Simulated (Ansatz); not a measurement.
**C2H3F (SMILES C=CF) at CCSD/def2-TZVP**

Aim: the vertical singlet–triplet gap of C2H3F at CCSD/def2-TZVP, from 2 runs. 

The results are computed with Ansatz 0.2.0.

44 further runs of the same task are left out: 44 set aside as unsound or not needed.

### 1 The structure to begin with

C2H3F has 6 atoms, charge 0, and is taken as a singlet. As SMILES, `C=CF`. The coordinates come from a PBE0-D4/def2-TZVP relaxation.

Bond lengths: C1–C2 1.316 Å, C2–F3 1.336 Å, C1–H4 1.082 Å, C1–H5 1.081 Å, C2–H6 1.084 Å. Angles: C1–C2–F3 122.3°, C1–C2–H6 125.7°, F3–C2–H6 112.0°, C2–C1–H4 121.6°, C2–C1–H5 119.2°, H4–C1–H5 119.2°.

### 2 The energy at CCSD/def2-TZVP

Input file run.yaml:

```yaml
crystal:
  periodic: [false, false, false]
  atoms:
    - symbol: C
      position_ang: [-0.536200, 0.076400, -0.442800]
    - symbol: C
      position_ang: [0.490000, -0.016300, 0.376600]
    - symbol: F
      position_ang: [0.966200, -1.192400, 0.795500]
    - symbol: H
      position_ang: [-1.043900, -0.803300, -0.816600]
    - symbol: H
      position_ang: [-0.880200, 1.054100, -0.749700]
    - symbol: H
      position_ang: [1.046100, 0.817400, 0.790700]
basis:
  gaussian:
    orbitals: def2-TZVP
correlation:
  method: ccsd
  frozen_orbitals: {C: 1, F: 1, H: 0}
accuracy: high
scf:
  omitted_lower_state_checks: [cluster_reference, increment]
```

Launch:

```bash
$ ansatz run run.yaml --threads 1 --pin off --max-ram 3480MiB --events-out events.jsonl --progress --plain --runs-dir runs
```

Output (excerpt; [...] marks lines left out):

```text
Warning: RAYON_NUM_THREADS=1 ignored (pool sized by the plan → 1); use --threads N
Functional definition: HF
  name "HF"
[...]
1965 factors; integrals over basis functions are off by at most 4.0e-9 eV
[...]
mean field -4815.36856028 eV, -176.9615306162 hartree, gradient 1.9e-8 eV, S^2 0.000000; 0 other end points of the search recorded, 0 dependent functions left out
3 core orbitals not correlated: weight in the atoms' cores, before any rotation towards them, 1.000 or more for the frozen orbitals, at most 0.000 for the correlated occupied ones
reference -4815.36856028 eV, -176.9615306162 hartree; 9, 9 occupied and 99, 99 virtual orbitals, 1965 factors
second order -15.35321077 eV of doubles, -0.00000000 eV of singles
cycle   1  -15.48190488 eV  change   -1.3e-1 eV  update   8.3e-2
[...]
cycle  22  -15.92439654 eV  change   9.3e-10 eV  update  4.1e-10
Total energy: -4831.29295682 eV, -177.5467413951 hartree
Checks for a lower state left out: cluster_reference, increment
```

Run time: 24 s. Hardware: 1 thread of Intel Xeon Platinum 8259CL at 2.50GHz (Skylake/Cascade Lake), shared host; peak memory 0.96 GiB.

### 3 The triplet

Input file job.yaml:

```yaml
crystal:
  periodic: [false, false, false]
  atoms:
    - symbol: C
      position_ang: [-0.536200, 0.076400, -0.442800]
    - symbol: C
      position_ang: [0.490000, -0.016300, 0.376600]
    - symbol: F
      position_ang: [0.966200, -1.192400, 0.795500]
    - symbol: H
      position_ang: [-1.043900, -0.803300, -0.816600]
    - symbol: H
      position_ang: [-0.880200, 1.054100, -0.749700]
    - symbol: H
      position_ang: [1.046100, 0.817400, 0.790700]
basis:
  gaussian: {orbitals: def2-TZVP}
magnetization: {spin_polarized: true, initial_magnetization: 2}
correlation: {method: ccsd, frozen_orbitals: {C: 1, F: 1, H: 0}}
accuracy: high
scf: {omitted_lower_state_checks: [cluster_reference, increment]}
```

Launch:

```bash
$ ansatz run job.yaml --threads 1 --pin off --max-ram 3480MiB --events-out events.jsonl --progress --plain --runs-dir runs
```

Output (excerpt; [...] marks lines left out):

```text
Warning: RAYON_NUM_THREADS=1 ignored (pool sized by the plan → 1); use --threads N
[... 2 set-up lines as earlier in the session ...]
[...]
1965 factors; integrals over basis functions are off by at most 4.0e-9 eV
[...]
mean field -4811.72837378 eV, -176.8277562299 hartree, gradient 1.4e-8 eV, S^2 2.022228; 0 other end points of the search recorded, 0 dependent functions left out
3 core orbitals not correlated: weight in the atoms' cores, before any rotation towards them, 1.000 or more for the frozen orbitals, at most 0.000 for the correlated occupied ones
reference -4811.72837378 eV, -176.8277562299 hartree; 10, 8 occupied and 98, 100 virtual orbitals, 1965 factors
second order -14.12985339 eV of doubles, -0.00000000 eV of singles
cycle   1  -14.50757084 eV  change   -3.8e-1 eV  update   8.0e-2
[...]
cycle  23  -14.93229647 eV  change   8.2e-10 eV  update   1.0e-9
Total energy: -4826.66067026 eV, -177.3765080038 hartree
Checks for a lower state left out: cluster_reference, increment
```

Run time: 53 s. Hardware: 1 thread of Intel Xeon Platinum 8259CL at 2.50GHz (Skylake/Cascade Lake), shared host; peak memory 2.1 GiB.

### 4 Results

At CCSD/def2-TZVP, 3 core orbitals frozen:

```
                                            quantity          value
                               singlet: total energy  -177.54674 Eh
singlet: correlation energy (3 core orbitals frozen)     -585.2 mEh
                              singlet: T1 diagnostic          0.012
                               triplet: total energy  -177.37651 Eh
triplet: correlation energy (3 core orbitals frozen)     -548.8 mEh
          triplet: ⟨S²⟩ of the reference determinant          2.022
                              triplet: T1 diagnostic          0.016
    vertical energy of the triplet above the singlet       4.632 eV
```

At this shape the triplet lies 4.63 eV (447 kJ/mol) above the singlet.
